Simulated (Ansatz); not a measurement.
Basis-set extrapolation for HP (`[PH]`) (triplet) (PBE0-D4/def2-TZVP geometry, frozen core, Ansatz). Multiplicity 3, UHF reference.

|  | cc-pV(T+d)Z | cc-pV(Q+d)Z |
| --- | --- | --- |
| HF | -341.298665 | -341.301678 |
| MP2 correlation | -0.106236 | -0.114158 |
| CCSD(T) correlation | -0.135044 | -0.141856 |

Energies in hartree. Use E(X) = E(∞) + A·exp(−5.46·√X) for Hartree–Fock and E(X) = E(∞) + B·X^(−3.05) for correlation, with X = 3 and 4.

**Question.** What is the CCSD(T) energy at the basis-set limit?

**Answer.** HF limit: -341.301678 + (-0.003013) × 0.30130 = -341.30259. Correlation limit: -0.141856 + (-0.006812) × 0.71189 = -0.14671. Total: -341.44930 hartree, 40.9 kJ/mol below CCSD(T)/cc-pV(T+d)Z.
